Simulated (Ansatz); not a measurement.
## H₃Ge–Ge⁺, singlet in cc-pVTZ: errors against RCCSDT(Q)

Geometry: that of the H3Ge–Ge, doublet, kept fixed.

```json
{"atom": "Ge", "x (Å)": "-0.0020", "y (Å)": "0.0000", "z (Å)": "1.2075"}
{"atom": "Ge", "x (Å)": "-0.0014", "y (Å)": "0.0000", "z (Å)": "-1.2815"}
{"atom": "H", "x (Å)": "1.5002", "y (Å)": "0.0000", "z (Å)": "1.5882"}
{"atom": "H", "x (Å)": "-0.6286", "y (Å)": "1.2435", "z (Å)": "1.8741"}
{"atom": "H", "x (Å)": "-0.6287", "y (Å)": "-1.2435", "z (Å)": "1.8741"}
```

Basis cc-pVTZ; Ansatz 0.2.0. Only valence electrons are correlated (noble-gas cores and the filled d shells of p-block atoms frozen), which leaves 10 electrons in 100 orbitals. Prefix R: restricted or restricted open-shell reference. Active spaces: valence = (10e, 11o) chosen from the atoms' valence shells. No spin–orbit coupling is included, and no scalar relativity.

Full CI isn't at hand for all of this; RCCSDT(Q) serves as the reference, and is uncertain by about the last step of the cluster series.

The UHF ⟨S²⟩ is 0.293. The ⟨S²⟩ of the determinant under UCCSD is 0.264 and the T1 diagnostic (RCCSD) is 0.0181. The largest doubles amplitude (RCCSD) is 0.064.

Task: From what is known of these methods and the diagnostics, rank them by the size of their error in total energy against RCCSDT(Q) in cc-pVTZ, smallest first (an estimate: the text doesn't fix the numbers).
A. NEVPT2 (valence space)
B. RCCSD(T)
C. RMP2
D. CASSCF (valence space)
E. RCCSD

Result: B (1.57 mEh), E (8.49 mEh), A (37.19 mEh), C (48.44 mEh), D (137.00 mEh).

All errors are against RCCSDT(Q) in cc-pVTZ. Within each family the higher level lies nearer, as is usual though not guaranteed.

Natural occupations of CASSCF (valence space) about the gap: 1.985 1.975 1.966 1.966 1.900 0.051 0.051 0.036 0.026 0.026; effectively unpaired electrons, Σ n²(2−n)², 0.08.
